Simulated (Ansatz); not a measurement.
# BHO+ (quartet): wave-function methods side by side, def2-QZVPP

An exercise on one series of results from a longer session: the logs are not shown, and one member is left open.

Program: Ansatz 0.2.0, Gaussian basis. Level of theory: def2-QZVPP, core rule «outside noble gas», up to 2 orbitals frozen. These are calculated values, not measurements.

The runs, in order: UHF; ROHF; CCSD(T) on UHF.

2 further runs of the same task are left out: 2 set aside as unsound or not needed.

**The system**

The geometry is a PBE0/def2-TZVP stationary point (not a proven minimum) of the parent state, kept for this charge and spin.

3 atoms, charge 1, spin multiplicity 4.

Atoms are counted from 1 here; the program's logs count them from 0.

Bond lengths: B1–O2 1.342 Å, B1–H3 1.222 Å. Angles: O2–B1–H3 107.9°.

As a file:

```
B     0.0000   -0.2038    0.7317
O     0.0000    0.0840   -0.5793
H     0.0000    0.8523    1.3474
```

Set-up of the first run:

in.yaml

```yaml
crystal:
  periodic: [false, false, false]
  atoms:
    - {symbol: B, position_ang: [0.000000, -0.203796, 0.731699]}
    - {symbol: O, position_ang: [0.000000, 0.084016, -0.579305]}
    - {symbol: H, position_ang: [0.000000, 0.852259, 1.347434]}
basis:
  gaussian: {orbitals: "def2-QZVPP.json"}
total_charge: 1
magnetization: {spin_polarized: true, initial_magnetization: 3}
hamiltonian: {xc: hf}
output: {orbitals: {seedname: orbitals}}
```

On the command line:

```sh
> ansatz run in.yaml --threads 1 --pin off --events-out ev --progress --plain --max-ram 2393MiB
```

Among the steps run: UHF; ROHF; CCSD(T) on UHF.

One table of the session follows, with a row left open; its other results are not shown here.

```
  method  from UCCSD(T) (kJ/mol)
    ROHF                  +690.3
     UHF                  +668.0
    UMP2                  +104.0
   UCCSD                       ?
UCCSD(T)                       0
```

Q: Estimate the row for UCCSD from the others.

**Answer.** from UCCSD(T) (kJ/mol): +20.2. In the column «from UCCSD(T) (kJ/mol)» it lies between UCCSD(T) (0) and UMP2 (+104.0).
